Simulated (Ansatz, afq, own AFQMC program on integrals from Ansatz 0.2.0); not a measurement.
Two steps: Ansatz 0.2.0 writes the Fock matrix and Cholesky factors of the valence space, and afq projects on them the lowest state that overlaps trial and start.

```yaml
crystal:
  periodic: [false, false, false]
  atoms:
    - {symbol: B, position_ang: [-0.544435, 0.000000, 0.481876]}
    - {symbol: B, position_ang: [0.518404, 0.000000, -0.605355]}
    - {symbol: H, position_ang: [0.279206, 0.000000, 1.324420]}
basis:
  gaussian: {orbitals: 6-31G}
magnetization: {spin_polarized: true, initial_magnetization: 3}
correlation: {method: ccsd_t, electrons: outside_noble_gas, hamiltonian_folder: ham}
```

```sh
$ ansatz run in.yaml --threads 1 --pin off --events-out ev --progress --plain --max-ram 16896MiB --backend cuda --devices 0, --max-vram 18GiB
```

afq runs on the folder ham with

```
--method phaseless --trial cisd --walkers 4000 --populations 20 --least-time 60 --time-step 0.005 --steps-per-block 50 --equilibration-blocks 28 --max-blocks 4000 --target-error 0.00016 --factor-cut 1e-05 --start spin_pure --seed 9529 --release-times 0.24,0.51,0.99,1.62,2.4 --release-step 0.03 --release-every 3 --taylor-order 6
```

Times are imaginary, in 1/Eh. The walk had a cap of 122 s. With eight or more populations the least sampling time is a fifth of least-time, and the error comes from their spread.

```
orbitals 18  electrons 5 2  factors 119 of 284
reference energy -49.72504497 Eh
CCSD correlation -0.08504386 Eh in 13 cycles, weight of the determinant in the CISD state 0.9158
energy of the start -49.810003 Eh
 block  time / (1/Eh)  mean weight  energy / Eh
     1     0.250  0.9999  -49.809746
     2     0.500  0.9999  -49.810065
     3     0.750  1.0002  -49.810553
     4     1.000  1.0001  -49.810947
     5     1.250  1.0001  -49.811406
     8     2.000  1.0001  -49.812204
    11     2.750  1.0001  -49.812887
    14     3.500  1.0000  -49.813023
    17     4.250  1.0001  -49.812716
    20     5.000  1.0000  -49.812893
    21     5.250  1.0001  -49.812610
    23     5.750  1.0001  -49.813495
    26     6.500  1.0000  -49.813339
    29     7.250  1.0000  -49.813439
    32     8.000  1.0001  -49.813195
    35     8.750  0.9999  -49.813264
    38     9.500  1.0000  -49.813152
    41    10.250  1.0001  -49.812937
    44    11.000  1.0002  -49.813292
    47    11.750  1.0001  -49.813232
    50    12.500  1.0000  -49.813318
    51    12.750  1.0000  -49.813598
    53    13.250  1.0000  -49.813123
    56    14.000  0.9999  -49.812672
    59    14.750  0.9999  -49.812827
    62    15.500  1.0001  -49.813239
    65    16.250  1.0000  -49.812770
    68    17.000  0.9999  -49.813173
    71    17.750  0.9998  -49.813048
    74    18.500  1.0002  -49.813260
    77    19.250  1.0003  -49.813260
    78    19.500  1.0000  -49.813522
error from the spread of 20 populations
released: time / (1/Eh)  energy / Eh  error  mean overlap
  0.24  -49.813283  0.000064  0.9996
  0.51  -49.813359  0.000055  0.9980
  0.99  -49.813404  0.000045  0.9974
  1.62  -49.813466  0.000042  0.9994
  2.40  -49.813492  0.000041  1.0002
energy -49.813157 +/- 0.000073 Eh
(rows thinned)
```

Estimate how long the walk took on 1 × NVIDIA H100 80GB HBM3 with 2 threads of AMD EPYC 7R13 Processor (Zen 3), on a shared host (the card was shared).

24 s of wall time.

The run passed its tests (sampling time, drift between the halves within three errors, error under three times the target), which doesn't prove that it has relaxed.

Against this walk (error 2.0 meV) on the same determinant: CCSD(T) 17.1 meV higher, CCSDT(Q) 10.1 meV lower, CCSDTQ 10.6 meV lower, full CI 10.8 meV lower. The error is statistical and leaves out the bias of the constraint. Released to 2.40 1/Eh the energy lies 9.1 ± 2.3 meV (both errors) below the phaseless value, which shows part or all of the bias of the constraint, and full CI lies 1.7 meV below the released value. Full CI is exact here, so the walk's 11 meV above it is the walk's own error: the bias of the constraint with this trial.

Cautions: constraint bias not in the error; lower spins were not checked.

CCSDT and higher add their correlation energy to the determinant of the CCSD(T) run, since their own runs factorise the integrals more tightly (a shift of under 2 meV). A walk keeps the symmetry of its determinant, which the program's search chose and which needn't be the lowest solution, so a lower state of the same spin and another symmetry isn't excluded.
